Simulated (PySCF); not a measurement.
## Static response to an electric field

Ethylene carbonate, C₃H₄O₃.
Structure used (PBE0-D3(BJ)/def2-SVP), in Å, numbered top down from 1:
```xyz
10
C3H4O3 angstrom
O      2.608   -0.409   -0.485
C      1.456   -0.229   -0.274
O      0.592   -1.166    0.170
C     -0.727   -0.658    0.144
C     -0.500    0.851    0.085
O      0.809    0.944   -0.442
H     -1.264   -0.988    1.043
H     -1.249   -1.042   -0.748
H     -1.199    1.379   -0.575
H     -0.526    1.318    1.084
```

Level: CAM-B3LYP/def2-SVPD (PySCF), static field, nuclei fixed, core orbitals frozen in the response. The polarisability tensor in these axes (au):

```
x   54.40 -2.17 -3.73
y   -2.17 42.02 -0.38
z   -3.73 -0.38 35.75
```

Question: Diagonalise the tensor; give its mean and Δα, where Δα² is half the sum of the squared differences of the eigenvalues.

Answer: Principal values 34.94, 41.79 and 55.43 au; mean 44.05 au = 6.53 Å³ = 7.26 × 10⁻⁴⁰ C²·m²/J; Δα = 18.07 au (41 % of the mean).

Question: What is the dipole moment, and where does it point?

Answer: (-5.41, 0.85, 1.02) D, 5.57 D in size, pointing from the negative to the positive side. Measured along this direction, the outermost atoms are O1 at the negative end and H9 and H7 at the positive end.

Question: Estimate the molar refractivity from the static electronic polarisability.

Answer: Lorentz–Lorenz: R = (4π/3)N_A α = 2.5225 cm³/(mol·Å³) × 6.53 Å³ = 16.5 cm³/mol, in the limit of long wavelengths.

Question: Give the principal axes and the span of the nuclei along them.

Answer: Largest value along (0.97, -0.15, -0.18), where the nuclei span 3.95 Å; middle along (0.13, 0.98, -0.14), 2.56 Å; least along (0.20, 0.11, 0.97), 2.20 Å. The response follows the extents in order.

Question: Find the Langevin capture rate constant for NO+ (29.998 u) meeting this molecule (88.016 u), k = 2.342 × 10⁻⁹ cm³/s × √(α in Å³ / reduced mass in u).

Answer: The reduced mass is 22.37 u, so k = 1.27 × 10⁻⁹ cm³/s. The formula leaves out the permanent dipole, which adds to the capture rate.

Question: Traceless (Buckingham) quadrupole moment about the centre of nuclear charge: eigenvalues?

Answer: -2.45, -1.82, 4.26 D·Å. The values depend on the origin, since the dipole doesn't vanish. The electronic extent ⟨r²⟩ about the same centre is 453 bohr², a root-mean-square distance of 1.66 Å for the 46 electrons.

Question: Refractivity n − 1 of an ideal gas of it at 400 K and 1 atm, from the electronic α?

Answer: N = p/kT = 1.8347 × 10¹⁹ cm⁻³, so n − 1 = 2π × N × 6.53 × 10⁻²⁴ cm³ = 753 × 10⁻⁶ at long wavelengths, for an ideal gas.

Isolated species at its PBE0-D3(BJ)/def2-SVP geometry (one conformer only).

These values come from a run that also computed excited states and ΔSCF ions. Time: 2.1 min of wall time; peak memory 0.73 GiB. Hardware: one thread of an Arm Neoverse V1, shared host with 32 logical CPUs at a one-minute load of 13.
